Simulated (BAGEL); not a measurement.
# AlSiH4Cl (SMILES [SiH3][AlH][Cl]): HF/3-21G (density fitting with qzvpp-jkfit)

Aim: the vertical ionisation energy of AlSiH4Cl at HF/3-21G (density fitting with qzvpp-jkfit), from 2 runs. 

Program for the calculation: BAGEL 1.2.2.

20 further runs of the same task are left out: 20 set aside as unsound or not needed.

**1. The structure to begin with**

AlSiH4Cl: 7 atoms, total charge 0, spin state singlet. SMILES: `[SiH3][AlH][Cl]`. The shape is that of a PBE0-D4/def2-TZVP optimisation.

Bond lengths: Si1–Al2 2.446 Å, Al2–Cl3 2.104 Å, Si1–H4 1.490 Å, Si1–H5 1.490 Å, Si1–H6 1.489 Å, Al2–H7 1.581 Å. Angles: Si1–Al2–Cl3 116.2°, Si1–Al2–H7 127.5°, Cl3–Al2–H7 116.3°, Al2–Si1–H4 110.2°, Al2–Si1–H5 110.2°, Al2–Si1–H6 112.2°, H4–Si1–H5 107.8°, H4–Si1–H6 108.2°, H5–Si1–H6 108.1°.

**2. The energy at HF/3-21G (density fitting with qzvpp-jkfit)**

Input file input.json:

```json
{ "bagel" : [

{
  "title" : "molecule",
  "basis" : "3-21g",
  "df_basis" : "qzvpp-jkfit",
  "angstrom" : "true",
  "geometry" : [
    { "atom" : "Si", "xyz" : [   -0.861200,    0.582500,   -0.311200 ] },
    { "atom" : "Al", "xyz" : [    1.094800,   -0.612400,    0.543100 ] },
    { "atom" : "Cl", "xyz" : [    1.783400,   -2.223100,   -0.622900 ] },
    { "atom" : "H", "xyz" : [   -2.012700,   -0.351800,   -0.455300 ] },
    { "atom" : "H", "xyz" : [   -0.567600,    1.154700,   -1.655100 ] },
    { "atom" : "H", "xyz" : [   -1.276600,    1.696100,    0.586300 ] },
    { "atom" : "H", "xyz" : [    1.901100,   -0.314000,    1.869500 ] }
  ]
},
{
  "title" : "hf"
},
{
  "title" : "print",
  "file" : "orbitals.molden",
  "orbitals" : "true"
}

]}
```

Run with:

```sh
BAGEL_NUM_THREADS=1 BAGEL input.json > input.out
```

The log of the run:

```text
* using 1 threads per process

  ===============================================================
  ===============================================================

  *** Geometry ***

  { "atom" : "Si", "xyz" : [     -1.627432,      1.100765,     -0.588083 ] },
  { "atom" : "Al", "xyz" : [      2.068872,     -1.157268,      1.026310 ] },
  { "atom" : "Cl", "xyz" : [      3.370138,     -4.201050,     -1.177110 ] },
  { "atom" : "H", "xyz" : [     -3.803452,     -0.664806,     -0.860392 ] },
  { "atom" : "H", "xyz" : [     -1.072609,      2.182067,     -3.127686 ] },
  { "atom" : "H", "xyz" : [     -2.412424,      3.205164,      1.107946 ] },
  { "atom" : "H", "xyz" : [      3.592558,     -0.593374,      3.532843 ] },

  Number of auxiliary basis functions:      456

  Since a DF basis is specified, we compute 2- and 3-index integrals:
    o Being stored without compression. Storage requirement is 0.008 GB

  Number of basis functions:       47
  Number of electrons      :       48

    * METHOD: MOLECULE                             0.10

  *** RHF ***

  === Nuclear Repulsion ===
   164.9899178917

      * DIIS with orbital gradients will be used.

  === RHF iteration (3-21g) ===
      0       -987.60478441          0.00950797           0.03
      1       -987.64873769          0.00325707           0.02
      2       -987.65353254          0.00086698           0.02
      3       -987.65399257          0.00008047           0.02
      4       -987.65399798          0.00001857           0.02
      5       -987.65399827          0.00000503           0.02
      6       -987.65399830          0.00000135           0.02
      7       -987.65399830          0.00000024           0.02
      8       -987.65399830          0.00000005           0.02
      9       -987.65399830          0.00000002           0.02
     10       -987.65399830          0.00000000           0.02
    * SCF iteration converged.

    * Permanent dipole moment:
           (    0.292435,    -0.765687,    -0.596007) a.u.

    * METHOD: HF                                   0.35

    * METHOD: PRINT                                0.00

  ===============================================================
```

It took 0.76 s on 1 thread of Intel Xeon 6975P-C (Granite Rapids), shared host; peak memory 0.078 GiB.

**3. The doublet cation at the same level**

Input file job.json:

```json
{ "bagel" : [

{
  "title" : "molecule",
  "basis" : "3-21g",
  "df_basis" : "qzvpp-jkfit",
  "angstrom" : "true",
  "geometry" : [
    { "atom" : "Si", "xyz" : [   -0.861200,    0.582500,   -0.311200 ] },
    { "atom" : "Al", "xyz" : [    1.094800,   -0.612400,    0.543100 ] },
    { "atom" : "Cl", "xyz" : [    1.783400,   -2.223100,   -0.622900 ] },
    { "atom" : "H", "xyz" : [   -2.012700,   -0.351800,   -0.455300 ] },
    { "atom" : "H", "xyz" : [   -0.567600,    1.154700,   -1.655100 ] },
    { "atom" : "H", "xyz" : [   -1.276600,    1.696100,    0.586300 ] },
    { "atom" : "H", "xyz" : [    1.901100,   -0.314000,    1.869500 ] }
  ]
},
{
  "title" : "uhf",
  "charge" : 1,
  "nopen" : 1
},
{
  "title" : "print",
  "file" : "orbitals.molden",
  "orbitals" : "true"
}

]}
```

Run with:

```sh
BAGEL_NUM_THREADS=1 BAGEL job.json > job.out
```

The log of the run:

```text
* using 1 threads per process

  ===============================================================
  ===============================================================

  *** Geometry ***

  { "atom" : "Si", "xyz" : [     -1.627432,      1.100765,     -0.588083 ] },
  { "atom" : "Al", "xyz" : [      2.068872,     -1.157268,      1.026310 ] },
  { "atom" : "Cl", "xyz" : [      3.370138,     -4.201050,     -1.177110 ] },
  { "atom" : "H", "xyz" : [     -3.803452,     -0.664806,     -0.860392 ] },
  { "atom" : "H", "xyz" : [     -1.072609,      2.182067,     -3.127686 ] },
  { "atom" : "H", "xyz" : [     -2.412424,      3.205164,      1.107946 ] },
  { "atom" : "H", "xyz" : [      3.592558,     -0.593374,      3.532843 ] },

  Number of auxiliary basis functions:      456

  Since a DF basis is specified, we compute 2- and 3-index integrals:
    o Being stored without compression. Storage requirement is 0.008 GB

  Number of basis functions:       47
  Number of electrons      :       48

    * METHOD: MOLECULE                             0.16

  *** Open-shell HF ***

  === Nuclear Repulsion ===
   164.9899178917

      * DIIS with orbital gradients will be used.

  === UHF iteration (3-21g) ===
      0       -987.20125488          0.02373176           0.07
      1       -987.27801787          0.01072219           0.07
      2       -987.28865507          0.00452806           0.05
      3       -987.29123533          0.00071855           0.06
      4       -987.29144937          0.00018186           0.07
      5       -987.29147565          0.00007194           0.07
      6       -987.29148169          0.00002719           0.05
      7       -987.29148249          0.00001558           0.04
      8       -987.29148281          0.00000584           0.05
      9       -987.29148285          0.00000314           0.05
     10       -987.29148286          0.00000183           0.05
     11       -987.29148286          0.00000079           0.04
     12       -987.29148286          0.00000042           0.04
     13       -987.29148286          0.00000035           0.04
     14       -987.29148286          0.00000025           0.04
     15       -987.29148287          0.00000010           0.05
     16       -987.29148287          0.00000004           0.05
     17       -987.29148287          0.00000002           0.05
     18       -987.29148287          0.00000001           0.05
     19       -987.29148287          0.00000000           0.05
    * SCF iteration converged.

    * S^2 (UHF) is 0.7753

    * Permanent dipole moment:
           (    1.014043,    -1.800887,    -1.013240) a.u.

    * METHOD: UHF                                  1.15

    * METHOD: PRINT                                0.00

  ===============================================================
```

Wall time 1.6 s (1 thread of Intel Xeon 6975P-C (Granite Rapids), shared host); peak memory 0.078 GiB.

**4. Outcome**

At HF/3-21G (density fitting with qzvpp-jkfit):

| quantity | value |
| --- | --- |
| singlet AlSiH4Cl: total energy | -987.65400 Eh |
| singlet AlSiH4Cl: dipole moment | 2.58 D |
| singlet AlSiH4Cl: HOMO energy | -10.55 eV |
| singlet AlSiH4Cl: LUMO energy | 0.50 eV |
| singlet AlSiH4Cl: HOMO–LUMO gap | 11.05 eV |
| doublet cation: total energy | -987.29148 Eh |
| doublet cation: ⟨S²⟩ | 0.775 |
| vertical ionisation energy (to the doublet cation) | 9.865 eV |

**Reading.** The vertical ionisation energy comes to 9.86 eV (952 kJ/mol). −ε(HOMO) before ionisation, 10.55 eV, is 0.69 eV above this ionisation energy.
